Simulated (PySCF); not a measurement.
Method: PBE-D3(BJ)/def2-TZVP // B3LYP-D3(BJ)/def2-TZVP in PySCF. Isolated molecules, 0 K electronic values unless said otherwise. 

Reference species (SMILES): `[CH3][Al]([CH3])[F]` (neutral, multiplicity 1).

```
Property                   Value
----------------------  --------
S1 oscillator strength     0.000
HOMO                    -6.62 eV
HOMO–LUMO gap            5.56 eV
```

After one change: the S1 oscillator strength stays essentially unchanged; the HOMO falls by 3.00 eV; the HOMO–LUMO gap goes up by 1.64 eV.

Problem. Name the change that produced these shifts. The new species is one of these.
A) `[CH3][Al]([F])[F]`
B) `[CH3][Al]([CH3])[CH3]`
C) `[F][Al]([F])[F]`

Solution. C, `[F][Al]([F])[F]`
